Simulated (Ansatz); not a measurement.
`B[SiH2][SiH3]` + `O[SiH3]` → `BO[SiH3]` + `[SiH3][SiH3]` at 298.15 K and 1 bar (cleavage of the B–Si bond).

Computed with Ansatz on PBE0-D4/def2-TZVP structures; ΔE is electronic, products minus reactants. CCSD(T)/CBS is the MP2 limit (def2-TZVPP, def2-QZVPP) plus CCSD(T) − MP2 in def2-TZVPP, frozen cores.

```
        species  CCSD(T)/CBS energy (Eh)  H − E (kJ/mol)  S (J/(mol·K))
`B[SiH2][SiH3]`               -607.10947           181.2          332.5
      `O[SiH3]`               -366.69042           113.6          257.8
     `BO[SiH3]`               -392.11480           149.0          292.2
 `[SiH3][SiH3]`               -581.74359           143.7          274.2
```

H − E and S are ideal-gas, rigid-rotor, harmonic terms from PBE0-D4/def2-TZVP. 1 Eh = 2625.50 kJ/mol, R = 8.31446 J/(mol·K).

Question: By hand: ΔE, ΔH, ΔS and ΔG.

Answer: ΔE = (-392.11480) + (-581.74359) − (-607.10947) − (-366.69042) = -0.05850 Eh = -153.6 kJ/mol. Δ(H − E) = 149.0 + 143.7 − 181.2 − 113.6 = -2.1, so ΔH = -155.7 kJ/mol. ΔS = 292.2 + 274.2 − 332.5 − 257.8 = -23.9 J/(mol·K). ΔG = -155.7 − 298.15 × (-23.9)/1000 = -148.6 kJ/mol.

Question: By hand: the equilibrium constant, and the temperature at which ΔG would vanish if ΔH and ΔS stayed fixed.

Answer: log₁₀ K = −ΔG/(RT ln 10) = 26.0. ΔG = 0 at ΔH/ΔS = 6515 K, far beyond where these terms or the molecules hold.

ΔH outweighs TΔS. A doubt of 5 kJ/mol in ΔE shifts log₁₀ K by 0.9 here. These are equilibria of isolated gas molecules and say nothing of rates. Largest T1 diagnostic: 0.014 (customary marks: 0.02 for closed shells, 0.045 for open ones).
